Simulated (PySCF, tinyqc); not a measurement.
RHF in the sto-3g basis, for CH2, spin multiplicity 1, step by step. The lowest restricted solution is unstable here: a spin-polarised one lies 0.0282 hartree lower (PySCF). Computed by tinyqc, a small Python program that keeps every step (integrals from PySCF). Settings: charge = 0, multiplicity = 1, basis = sto-3g, energy threshold = 1e-09, iteration cap = 82, orthogonalisation = symmetric, start = Wolfsberg-Helmholz matrix, DIIS depth = 3, DIIS from iteration = 3, method = RHF. Command: `OMP_NUM_THREADS=1 python tinyqc.py 20455 20456 out.jsonl` (the two numbers bound the seeds that draw the settings). One thread of a shared host (Intel(R) Xeon(R) Processor @ 2.60GHz), about 0.07 s of CPU time with the checks. Later iterations appear only in the table of the cycle.

## One-electron integrals

Geometry (angstrom):
```
atom,x,y,z
C,0.00000,0.00000,0.00000
H,0.00000,1.15700,0.66900
H,0.00000,-1.23000,0.71000
```

Basis sto-3g: exponents (1/bohr^2) and contraction coefficients of normalised primitives:
```
element,l (shell),exponent,coefficient
C,s (1),71.61684,0.15433
C,s (1),13.04510,0.53533
C,s (1),3.53051,0.44463
C,s (2),2.94125,-0.09997
C,s (2),0.68348,0.39951
C,s (2),0.22229,0.70012
C,p (3),2.94125,0.15592
C,p (3),0.68348,0.60768
C,p (3),0.22229,0.39196
H,s (1),3.42525,0.15433
H,s (1),0.62391,0.53533
H,s (1),0.16886,0.44463
```

Overlap, kinetic and nuclear-attraction integrals over the contracted functions; the nuclear repulsion is the sum of Za Zb / Rab.

nuclear repulsion = 4.8329562 hartree

overlap S:
```
,1C 1s,1C 2s,1C 2px,1C 2py,1C 2pz,2H 1s,3H 1s
1C 1s,1.00000,0.24836,0.00000,0.00000,0.00000,0.03528,0.02924
1C 2s,0.24836,1.00000,0.00000,0.00000,0.00000,0.35945,0.32031
1C 2px,0.00000,0.00000,1.00000,0.00000,0.00000,0.00000,0.00000
1C 2py,0.00000,0.00000,0.00000,1.00000,0.00000,0.32441,-0.29665
1C 2pz,0.00000,0.00000,0.00000,0.00000,1.00000,0.18758,0.17124
2H 1s,0.03528,0.35945,0.00000,0.32441,0.18758,1.00000,0.06099
3H 1s,0.02924,0.32031,0.00000,-0.29665,0.17124,0.06099,1.00000
```

kinetic energy T (hartree):
```
,1C 1s,1C 2s,1C 2px,1C 2py,1C 2pz,2H 1s,3H 1s
1C 1s,15.89112,-0.08589,0.00000,0.00000,0.00000,-0.01063,-0.00892
1C 2s,-0.08589,0.47225,0.00000,0.00000,0.00000,0.04348,0.02886
1C 2px,0.00000,0.00000,1.47773,0.00000,0.00000,0.00000,0.00000
1C 2py,0.00000,0.00000,0.00000,1.47773,0.00000,0.11704,-0.09070
1C 2pz,0.00000,0.00000,0.00000,0.00000,1.47773,0.06768,0.05236
2H 1s,-0.01063,0.04348,0.00000,0.11704,0.06768,0.76003,-0.01122
3H 1s,-0.00892,0.02886,0.00000,-0.09070,0.05236,-0.01122,0.76003
```

nuclear attraction V (hartree):
```
,1C 1s,1C 2s,1C 2px,1C 2py,1C 2pz,2H 1s,3H 1s
1C 1s,-34.42129,-4.38311,0.00000,-0.00111,-0.01063,-0.63102,-0.52289
1C 2s,-4.38311,-5.95272,0.00000,-0.01090,-0.11881,-1.70685,-1.48305
1C 2px,0.00000,0.00000,-5.85945,0.00000,0.00000,0.00000,0.00000
1C 2py,-0.00111,-0.01090,0.00000,-5.97437,-0.00490,-1.41092,1.24955
1C 2pz,-0.01063,-0.11881,0.00000,-0.00490,-5.89781,-0.83541,-0.73955
2H 1s,-0.63102,-1.70685,0.00000,-1.41092,-0.83541,-3.80484,-0.25685
3H 1s,-0.52289,-1.48305,0.00000,1.24955,-0.73955,-0.25685,-3.67119
```

core Hamiltonian H = T + V (hartree):
```
,1C 1s,1C 2s,1C 2px,1C 2py,1C 2pz,2H 1s,3H 1s
1C 1s,-18.53017,-4.46900,0.00000,-0.00111,-0.01063,-0.64165,-0.53182
1C 2s,-4.46900,-5.48047,0.00000,-0.01090,-0.11881,-1.66336,-1.45420
1C 2px,0.00000,0.00000,-4.38172,0.00000,0.00000,0.00000,0.00000
1C 2py,-0.00111,-0.01090,0.00000,-4.49664,-0.00490,-1.29387,1.15885
1C 2pz,-0.01063,-0.11881,0.00000,-0.00490,-4.42008,-0.76773,-0.68720
2H 1s,-0.64165,-1.66336,0.00000,-1.29387,-0.76773,-3.04481,-0.26806
3H 1s,-0.53182,-1.45420,0.00000,1.15885,-0.68720,-0.26806,-2.91116
```

## Two-electron integrals

Functions are numbered as in S; the eight-fold symmetry (ij|kl) = (ji|kl) = (kl|ij) leaves the list below.

Two-electron integrals (ij|kl) in chemists' order, unique and non-zero (hartree):
```
i,j,k,l,(ij|kl)
1,1,1,1,3.54195
2,1,1,1,0.57692
2,1,2,1,0.11189
2,2,1,1,0.85468
2,2,2,1,0.20528
2,2,2,2,0.62471
3,1,3,1,0.02030
3,2,3,1,0.03086
3,2,3,2,0.13800
3,3,1,1,0.85244
3,3,2,1,0.20534
3,3,2,2,0.62457
3,3,3,3,0.67283
4,1,4,1,0.02030
4,2,4,1,0.03086
4,2,4,2,0.13800
4,3,4,3,0.03627
4,4,1,1,0.85244
4,4,2,1,0.20534
4,4,2,2,0.62457
4,4,3,3,0.60030
4,4,4,4,0.67283
5,1,5,1,0.02030
5,2,5,1,0.03086
5,2,5,2,0.13800
5,3,5,3,0.03627
5,4,5,4,0.03627
5,5,1,1,0.85244
5,5,2,1,0.20534
5,5,2,2,0.62457
5,5,3,3,0.60030
5,5,4,4,0.60030
5,5,5,5,0.67283
6,1,1,1,0.08222
6,1,2,1,0.01586
6,1,2,2,0.02910
6,1,3,3,0.02900
6,1,4,1,0.00081
6,1,4,2,0.00152
6,1,4,4,0.02922
6,1,5,1,0.00047
6,1,5,2,0.00088
6,1,5,4,0.00013
6,1,5,5,0.02908
6,1,6,1,0.00230
6,2,1,1,0.22297
6,2,2,1,0.05440
6,2,2,2,0.18554
6,2,3,3,0.18088
6,2,4,1,0.00445
6,2,4,2,0.03245
6,2,4,4,0.19123
6,2,5,1,0.00257
6,2,5,2,0.01876
6,2,5,4,0.00598
6,2,5,5,0.18434
6,2,6,1,0.00805
6,2,6,2,0.07634
6,3,3,1,0.00519
6,3,3,2,0.02838
6,3,4,3,0.00611
6,3,5,3,0.00353
6,3,6,3,0.00867
6,4,1,1,0.17375
6,4,2,1,0.04290
6,4,2,2,0.15515
6,4,3,3,0.14748
6,4,4,1,0.00819
6,4,4,2,0.05315
6,4,4,4,0.16765
6,4,5,1,0.00174
6,4,5,2,0.01432
6,4,5,4,0.00812
6,4,5,5,0.15014
6,4,6,1,0.00660
6,4,6,2,0.07565
6,4,6,4,0.08228
6,5,1,1,0.10046
6,5,2,1,0.02480
6,5,2,2,0.08971
6,5,3,3,0.08528
6,5,4,1,0.00174
6,5,4,2,0.01432
6,5,4,4,0.08987
6,5,5,1,0.00619
6,5,5,2,0.03666
6,5,5,4,0.00877
6,5,5,5,0.09388
6,5,6,1,0.00382
6,5,6,2,0.04374
6,5,6,4,0.04256
6,5,6,5,0.03328
6,6,1,1,0.39253
6,6,2,1,0.09734
6,6,2,2,0.37937
6,6,3,3,0.36022
6,6,4,1,0.00913
6,6,4,2,0.09185
6,6,4,4,0.40287
6,6,5,1,0.00528
6,6,5,2,0.05311
6,6,5,4,0.02466
6,6,5,5,0.37448
6,6,6,1,0.01454
6,6,6,2,0.20668
6,6,6,4,0.22514
6,6,6,5,0.13018
6,6,6,6,0.77461
7,1,1,1,0.06814
7,1,2,1,0.01315
7,1,2,2,0.02412
7,1,3,3,0.02404
7,1,4,1,-0.00066
7,1,4,2,-0.00124
7,1,4,4,0.02421
7,1,5,1,0.00038
7,1,5,2,0.00072
7,1,5,4,-0.00010
7,1,5,5,0.02410
7,1,6,1,0.00185
7,1,6,2,0.00627
7,1,6,4,0.00475
7,1,6,5,0.00298
7,1,6,6,0.01118
7,1,7,1,0.00158
7,2,1,1,0.19335
7,2,2,1,0.04721
7,2,2,2,0.16215
7,2,3,3,0.15804
7,2,4,1,-0.00384
7,2,4,2,-0.02863
7,2,4,4,0.16718
7,2,5,1,0.00222
7,2,5,2,0.01653
7,2,5,4,-0.00527
7,2,5,5,0.16108
7,2,6,1,0.00656
7,2,6,2,0.04519
7,2,6,4,0.03290
7,2,6,5,0.02527
7,2,6,6,0.09313
7,2,7,1,0.00579
7,2,7,2,0.05975
7,3,3,1,0.00439
7,3,3,2,0.02434
7,3,4,3,-0.00532
7,3,5,3,0.00307
7,3,6,3,0.00463
7,3,7,3,0.00657
7,4,1,1,-0.15398
7,4,2,1,-0.03804
7,4,2,2,-0.13853
7,4,3,3,-0.13177
7,4,4,1,0.00700
7,4,4,2,0.04645
7,4,4,4,-0.14951
7,4,5,1,-0.00151
7,4,5,2,-0.01276
7,4,5,4,0.00717
7,4,5,5,-0.13414
7,4,6,1,-0.00509
7,4,6,2,-0.03392
7,4,6,4,-0.02100
7,4,6,5,-0.01864
7,4,6,6,-0.06743
7,4,7,1,-0.00483
7,4,7,2,-0.06043
7,4,7,4,0.06658
7,5,1,1,0.08888
7,5,2,1,0.02196
7,5,2,2,0.07996
7,5,3,3,0.07606
7,5,4,1,-0.00151
7,5,4,2,-0.01276
7,5,4,4,0.08016
7,5,5,1,0.00526
7,5,5,2,0.03171
7,5,5,4,-0.00768
7,5,5,5,0.08357
7,5,6,1,0.00318
7,5,6,2,0.02564
7,5,6,4,0.01841
7,5,6,5,0.01867
7,5,6,6,0.05560
7,5,7,1,0.00279
7,5,7,2,0.03488
7,5,7,4,-0.03464
7,5,7,5,0.02657
7,6,1,1,0.03283
7,6,2,1,0.00805
7,6,2,2,0.02864
7,6,3,3,0.02787
7,6,4,1,-1.21e-05
7,6,4,2,-0.00015
7,6,4,4,0.02871
7,6,5,1,0.00064
7,6,5,2,0.00506
7,6,5,4,-3.22e-05
7,6,5,5,0.02929
7,6,6,1,0.00116
7,6,6,2,0.01032
7,6,6,4,0.00891
7,6,6,5,0.00653
7,6,6,6,0.02582
7,6,7,1,0.00096
7,6,7,2,0.00927
7,6,7,4,-0.00827
7,6,7,5,0.00595
7,6,7,6,0.00182
7,7,1,1,0.37033
7,7,2,1,0.09187
7,7,2,2,0.36078
7,7,3,3,0.34325
7,7,4,1,-0.00822
7,7,4,2,-0.08515
7,7,4,4,0.38232
7,7,5,1,0.00475
7,7,5,2,0.04915
7,7,5,4,-0.02255
7,7,5,5,0.35627
7,7,6,1,0.01275
7,7,6,2,0.10176
7,7,6,4,0.07178
7,7,6,5,0.05968
7,7,6,6,0.22149
7,7,7,1,0.01134
7,7,7,2,0.17959
7,7,7,4,-0.19939
7,7,7,5,0.11509
7,7,7,6,0.02582
7,7,7,7,0.77461
```

## Orthogonalisation

S = U s U^T; symmetric (Loewdin) form X = U s^(-1/2) U^T, so that X^T S X = 1.

eigenvalues of S: 0.44592  0.53589  0.88055  1.00000  1.09614  1.40712  1.63439

X:
```
,1C 1s,1C 2s,1C 2px,1C 2py,1C 2pz,2H 1s,3H 1s
1C 1s,1.02603,-0.14247,0.00000,-0.00118,-0.00677,0.02146,0.01940
1C 2s,-0.14247,1.13569,0.00000,0.01254,0.05719,-0.22100,-0.18848
1C 2px,0.00000,0.00000,1.00000,0.00000,0.00000,0.00000,0.00000
1C 2py,-0.00118,0.01254,0.00000,1.09044,0.00585,-0.20010,0.17620
1C 2pz,-0.00677,0.05719,0.00000,0.00585,1.02935,-0.11272,-0.09844
2H 1s,0.02146,-0.22100,0.00000,-0.20010,-0.11272,1.12823,-0.01365
3H 1s,0.01940,-0.18848,0.00000,0.17620,-0.09844,-0.01365,1.09984
```

## Starting guess

The start is the generalised Wolfsberg-Helmholz matrix (K = 1.75) built on H; D = 2 C_occ C_occ^T.

D at the start:
```
,1C 1s,1C 2s,1C 2px,1C 2py,1C 2pz,2H 1s,3H 1s
1C 1s,2.06988,-0.28630,0.00000,0.01381,0.10366,-0.16018,-0.14586
1C 2s,-0.28630,1.24816,0.00000,-0.05061,-0.36064,0.41460,0.38659
1C 2px,0.00000,0.00000,0.00000,0.00000,0.00000,0.00000,0.00000
1C 2py,0.01381,-0.05061,0.00000,1.31998,-0.01933,0.37698,-0.38448
1C 2pz,0.10366,-0.36064,0.00000,-0.01933,1.85645,0.13225,0.12331
2H 1s,-0.16018,0.41460,0.00000,0.37698,0.13225,0.29699,0.05401
3H 1s,-0.14586,0.38659,0.00000,-0.38448,0.12331,0.05401,0.25374
```

## Iteration 1: building the Fock matrix

J_ij = sum D_kl (ij|kl), K_ij = sum D_kl (ik|jl); F = H + J - 0.5 K; E = tr D H + tr D J / 2 - 0.25 tr D K + E_nn.

Coulomb J (hartree):
```
,1C 1s,1C 2s,1C 2px,1C 2py,1C 2pz,2H 1s,3H 1s
1C 1s,11.57571,2.23790,0.00000,-0.00041,-0.00622,0.31814,0.26369
1C 2s,2.23790,5.15230,0.00000,0.00218,0.00163,1.52337,1.32750
1C 2px,0.00000,0.00000,5.04002,0.00000,0.00000,0.00000,0.00000
1C 2py,-0.00041,0.00218,0.00000,5.20502,0.00211,1.27799,-1.13593
1C 2pz,-0.00622,0.00163,0.00000,0.00211,5.19550,0.73979,0.65670
2H 1s,0.31814,1.52337,0.00000,1.27799,0.73979,3.20428,0.23364
3H 1s,0.26369,1.32750,0.00000,-1.13593,0.65670,0.23364,3.03766
```

exchange K (hartree):
```
,1C 1s,1C 2s,1C 2px,1C 2py,1C 2pz,2H 1s,3H 1s
1C 1s,7.18491,1.27507,0.00000,0.00079,0.00729,0.18446,0.15294
1C 2s,1.27507,1.67839,0.00000,-0.00612,-0.08398,0.66771,0.59416
1C 2px,0.00000,0.00000,0.36633,0.00000,0.00000,0.00000,0.00000
1C 2py,0.00079,-0.00612,0.00000,1.51169,0.00032,0.55978,-0.51335
1C 2pz,0.00729,-0.08398,0.00000,0.00032,1.62153,0.29994,0.26889
2H 1s,0.18446,0.66771,0.00000,0.55978,0.29994,0.83253,0.12378
3H 1s,0.15294,0.59416,0.00000,-0.51335,0.26889,0.12378,0.71432
```

Fock matrix F (hartree):
```
,1C 1s,1C 2s,1C 2px,1C 2py,1C 2pz,2H 1s,3H 1s
1C 1s,-10.54692,-2.86863,0.00000,-0.00192,-0.02049,-0.41574,-0.34460
1C 2s,-2.86863,-1.16736,0.00000,-0.00567,-0.07519,-0.47385,-0.42377
1C 2px,0.00000,0.00000,0.47514,0.00000,0.00000,0.00000,0.00000
1C 2py,-0.00192,-0.00567,0.00000,-0.04746,-0.00295,-0.29577,0.27959
1C 2pz,-0.02049,-0.07519,0.00000,-0.00295,-0.03534,-0.17792,-0.16494
2H 1s,-0.41574,-0.47385,0.00000,-0.29577,-0.17792,-0.25679,-0.09632
3H 1s,-0.34460,-0.42377,0.00000,0.27959,-0.16494,-0.09632,-0.23066
```

total energy of this density = -37.9810230 hartree

## Iteration 1: diagonalisation and new density

Diagonalise F' = X^T F X, C = X C', fill 4 alpha and 4 beta electrons from the bottom; D = 2 C_occ C_occ^T. Each column has its largest component positive (the first on a tie).

F' = X^T F X (hartree):
```
,1,2,3,4,5,6,7
1,-10.31493,-1.55238,0.00000,-0.00469,-0.03623,-0.01143,0.00197
2,-1.55238,-0.44694,0.00000,0.01666,0.03805,-0.33743,-0.29467
3,0.00000,0.00000,0.47514,0.00000,0.00000,0.00000,0.00000
4,-0.00469,0.01666,0.00000,0.16964,0.00862,-0.34831,0.31865
5,-0.03623,0.03805,0.00000,0.00862,0.02880,-0.18459,-0.16403
6,-0.01143,-0.33743,0.00000,-0.34831,-0.18459,0.02840,-0.04095
7,0.00197,-0.29467,0.00000,0.31865,-0.16403,-0.04095,-0.00090
```

orbital energies (hartree): MO1 -10.55402, MO2 -0.59426, MO3 -0.36251, MO4 -0.06227, MO5 0.43785, MO6 0.47514, MO7 0.59928

coefficients C:
```
,MO1,MO2,MO3,MO4,MO5,MO6,MO7
1C 1s,0.99257,-0.20326,0.00714,0.13328,0.16437,0.00000,-0.05068
1C 2s,0.03001,0.65213,-0.03297,-0.54548,-0.77929,0.00000,0.25648
1C 2px,0.00000,0.00000,0.00000,0.00000,0.00000,1.00000,0.00000
1C 2py,0.00058,0.01405,0.52354,0.00481,0.25180,0.00000,0.96053
1C 2pz,0.00402,0.15884,-0.00504,0.81919,-0.59933,0.00000,0.17252
2H 1s,-0.00609,0.35737,0.45216,0.18421,0.52254,0.00000,-0.85788
3H 1s,-0.00529,0.31839,-0.49151,0.19254,0.84278,0.00000,0.44289
```

D after iteration 1:
```
,1C 1s,1C 2s,1C 2px,1C 2py,1C 2pz,2H 1s,3H 1s
1C 1s,2.08866,-0.35140,0.00000,0.00418,0.16169,-0.10181,-0.09563
1C 2s,-0.35140,1.44962,0.00000,-0.02140,-0.68597,0.23496,0.23730
1C 2px,0.00000,0.00000,0.00000,0.00000,0.00000,0.00000,0.00000
1C 2py,0.00418,-0.02140,0.00000,0.54863,0.00707,0.48525,-0.50385
1C 2pz,0.16169,-0.68597,0.00000,0.00707,1.39269,0.41073,0.42151
2H 1s,-0.10181,0.23496,0.00000,0.48525,0.41073,0.73226,-0.14591
3H 1s,-0.09563,0.23730,0.00000,-0.50385,0.42151,-0.14591,0.76010
```

## Iteration 2: building the Fock matrix

As before.

Coulomb J (hartree):
```
,1C 1s,1C 2s,1C 2px,1C 2py,1C 2pz,2H 1s,3H 1s
1C 1s,11.09365,2.12239,0.00000,0.00056,-0.01366,0.30161,0.24990
1C 2s,2.12239,4.88750,0.00000,0.00429,-0.00462,1.47722,1.29310
1C 2px,0.00000,0.00000,4.78304,0.00000,0.00000,0.00000,0.00000
1C 2py,0.00056,0.00429,0.00000,4.93730,0.00313,1.25479,-1.12251
1C 2pz,-0.01366,-0.00462,0.00000,0.00313,4.92538,0.72689,0.64951
2H 1s,0.30161,1.47722,0.00000,1.25479,0.72689,3.27381,0.22846
3H 1s,0.24990,1.29310,0.00000,-1.12251,0.64951,0.22846,3.16357
```

exchange K (hartree):
```
,1C 1s,1C 2s,1C 2px,1C 2py,1C 2pz,2H 1s,3H 1s
1C 1s,7.18247,1.23185,0.00000,0.00045,0.00429,0.18179,0.15127
1C 2s,1.23185,1.58478,0.00000,0.00956,-0.19953,0.65218,0.58688
1C 2px,0.00000,0.00000,0.34092,0.00000,0.00000,0.00000,0.00000
1C 2py,0.00045,0.00956,0.00000,1.12747,0.01902,0.58136,-0.54490
1C 2pz,0.00429,-0.19953,0.00000,0.01902,1.41064,0.34756,0.32540
2H 1s,0.18179,0.65218,0.00000,0.58136,0.34756,1.12180,0.09226
3H 1s,0.15127,0.58688,0.00000,-0.54490,0.32540,0.09226,1.07909
```

Fock matrix F (hartree):
```
,1C 1s,1C 2s,1C 2px,1C 2py,1C 2pz,2H 1s,3H 1s
1C 1s,-11.02776,-2.96253,0.00000,-0.00078,-0.02643,-0.43094,-0.35756
1C 2s,-2.96253,-1.38536,0.00000,-0.01140,-0.02367,-0.51223,-0.45454
1C 2px,0.00000,0.00000,0.23086,0.00000,0.00000,0.00000,0.00000
1C 2py,-0.00078,-0.01140,0.00000,-0.12307,-0.01128,-0.32976,0.30880
1C 2pz,-0.02643,-0.02367,0.00000,-0.01128,-0.20002,-0.21463,-0.20039
2H 1s,-0.43094,-0.51223,0.00000,-0.32976,-0.21463,-0.33189,-0.08574
3H 1s,-0.35756,-0.45454,0.00000,0.30880,-0.20039,-0.08574,-0.28714
```

total energy of this density = -38.2676411 hartree

## Iteration 2: diagonalisation and new density

As before.

F' = X^T F X (hartree):
```
,1,2,3,4,5,6,7
1,-10.79874,-1.55654,0.00000,-0.00233,-0.04878,-0.01832,-0.00339
2,-1.55654,-0.67369,0.00000,0.00893,0.09826,-0.32898,-0.29051
3,0.00000,0.00000,0.23086,0.00000,0.00000,0.00000,0.00000
4,-0.00233,0.00893,0.00000,0.10005,-0.00024,-0.35561,0.32963
5,-0.04878,0.09826,0.00000,-0.00024,-0.12506,-0.21222,-0.19563
6,-0.01832,-0.32898,0.00000,-0.35561,-0.21222,-0.03796,-0.02140
7,-0.00339,-0.29051,0.00000,0.32963,-0.19563,-0.02140,-0.04705
```

orbital energies (hartree): MO1 -11.03335, MO2 -0.73250, MO3 -0.44807, MO4 -0.28872, MO5 0.23086, MO6 0.38711, MO7 0.53308

coefficients C:
```
,MO1,MO2,MO3,MO4,MO5,MO6,MO7
1C 1s,0.99355,-0.22489,0.01565,0.11331,0.00000,0.14853,-0.03250
1C 2s,0.02619,0.75931,-0.06734,-0.49660,0.00000,-0.73373,0.17648
1C 2px,0.00000,0.00000,0.00000,0.00000,1.00000,0.00000,0.00000
1C 2py,0.00041,0.02356,0.52158,-0.01344,0.00000,0.16748,0.97954
1C 2pz,0.00407,0.10015,0.02141,0.80443,0.00000,-0.64180,0.12568
2H 1s,-0.00516,0.29420,0.46171,0.23859,0.00000,0.60001,-0.81145
3H 1s,-0.00451,0.24434,-0.48263,0.27811,0.00000,0.81007,0.51017
```

D after iteration 2:
```
,1C 1s,1C 2s,1C 2px,1C 2py,1C 2pz,2H 1s,3H 1s
1C 1s,2.10159,-0.40414,0.00000,0.00351,0.14601,-0.07406,-0.07095
1C 2s,-0.40414,1.65678,0.00000,-0.02110,-0.64953,0.14736,0.15960
1C 2px,0.00000,0.00000,0.00000,0.00000,0.00000,0.00000,0.00000
1C 2py,0.00351,-0.02110,0.00000,0.54557,0.00543,0.48908,-0.49943
1C 2pz,0.14601,-0.64953,0.00000,0.00543,1.31521,0.46251,0.47567
2H 1s,-0.07406,0.14736,0.00000,0.48908,0.46251,0.71336,-0.16915
3H 1s,-0.07095,0.15960,0.00000,-0.49943,0.47567,-0.16915,0.73999
```

## Iteration 9 (converged): orbitals

converged F (hartree):
```
,1C 1s,1C 2s,1C 2px,1C 2py,1C 2pz,2H 1s,3H 1s
1C 1s,-11.00852,-2.95372,0.00000,-0.00098,-0.02340,-0.43027,-0.35700
1C 2s,-2.95372,-1.40801,0.00000,-0.01061,-0.02931,-0.50220,-0.44431
1C 2px,0.00000,0.00000,0.23398,0.00000,0.00000,0.00000,0.00000
1C 2py,-0.00098,-0.01061,0.00000,-0.11683,-0.01198,-0.32571,0.30322
1C 2pz,-0.02340,-0.02931,0.00000,-0.01198,-0.16295,-0.22254,-0.20945
2H 1s,-0.43027,-0.50220,0.00000,-0.32571,-0.22254,-0.32134,-0.08152
3H 1s,-0.35700,-0.44431,0.00000,0.30322,-0.20945,-0.08152,-0.27632
```

As before.

F' = X^T F X (hartree):
```
,1,2,3,4,5,6,7
1,-10.78162,-1.54436,0.00000,-0.00257,-0.04468,-0.02147,-0.00638
2,-1.54436,-0.71369,0.00000,0.00959,0.09346,-0.31331,-0.27546
3,0.00000,0.00000,0.23398,0.00000,0.00000,0.00000,0.00000
4,-0.00257,0.00959,0.00000,0.10403,-0.00071,-0.35302,0.32504
5,-0.04468,0.09346,0.00000,-0.00071,-0.08282,-0.22464,-0.20904
6,-0.02147,-0.31331,0.00000,-0.35302,-0.22464,-0.03016,-0.01807
7,-0.00638,-0.27546,0.00000,0.32504,-0.20904,-0.01807,-0.03905
```

orbital energies (hartree): MO1 -11.01391, MO2 -0.73982, MO3 -0.43883, MO4 -0.27831, MO5 0.23398, MO6 0.39506, MO7 0.53249

coefficients C:
```
,MO1,MO2,MO3,MO4,MO5,MO6,MO7
1C 1s,0.99364,-0.23104,0.01601,0.11698,0.00000,0.13513,-0.03173
1C 2s,0.02579,0.78988,-0.07048,-0.52223,0.00000,-0.68183,0.17531
1C 2px,0.00000,0.00000,0.00000,0.00000,1.00000,0.00000,0.00000
1C 2py,0.00042,0.02201,0.52131,-0.01349,0.00000,0.17566,0.97829
1C 2pz,0.00373,0.10173,0.02258,0.76713,0.00000,-0.68336,0.13770
2H 1s,-0.00499,0.26696,0.46830,0.28245,0.00000,0.58217,-0.81599
3H 1s,-0.00436,0.22133,-0.47650,0.32829,0.00000,0.80601,0.50299
```

D after iteration 9:
```
,1C 1s,1C 2s,1C 2px,1C 2py,1C 2pz,2H 1s,3H 1s
1C 1s,2.10929,-0.43818,0.00000,0.00420,0.14061,-0.05219,-0.04939
1C 2s,-0.43818,1.80454,0.00000,-0.02459,-0.64352,0.06045,0.07370
1C 2px,0.00000,0.00000,0.00000,0.00000,0.00000,0.00000,0.00000
1C 2py,0.00420,-0.02459,0.00000,0.54486,0.00732,0.49238,-0.49593
1C 2pz,0.14061,-0.64352,0.00000,0.00732,1.19872,0.50878,0.52717
2H 1s,-0.05219,0.06045,0.00000,0.49238,0.50878,0.74075,-0.14262
3H 1s,-0.04939,0.07370,0.00000,-0.49593,0.52717,-0.14262,0.76767
```

## Convergence

Stop when the energy changes by less than 1e-09 hartree and every element of the error matrix X^T (F D S - S D F) X is below 9e-06.

Course of the cycle:
```
iteration,E (hartree),change,largest element of the error matrix
1,-37.9810230,-,4.15e-01
2,-38.2676411,-2.87e-01,8.75e-02
3,-38.2825690,-1.49e-02,3.48e-02
4,-38.2851871,-2.62e-03,1.61e-02
5,-38.2858933,-7.06e-04,2.16e-03
6,-38.2859160,-2.27e-05,5.01e-04
7,-38.2859173,-1.34e-06,2.47e-05
8,-38.2859173,-1.19e-09,1.09e-05
9,-38.2859173,-2.41e-10,2.06e-06
```

PySCF RHF in the same basis = -38.2859173 hartree

Converged in 9 iterations.

## Populations, bond orders and dipole

Mulliken: Z minus the diagonal of D S on the atom; Loewdin: the same with S^(1/2) D S^(1/2); Mayer order: 2 sum_s sum (D(s) S)_ij (D(s) S)_ji over the two atoms.

Charges (e):
```
atom,Mulliken,Loewdin
1C,0.02563,0.04821
2H,-0.00711,-0.01970
3H,-0.01852,-0.02851
```

Mayer bond orders:
```
pair,order
2-1,0.98152
3-1,0.98122
3-2,0.01843
```

dipole moment about the origin, x y z (debye): 0.00000  0.09629  1.31147
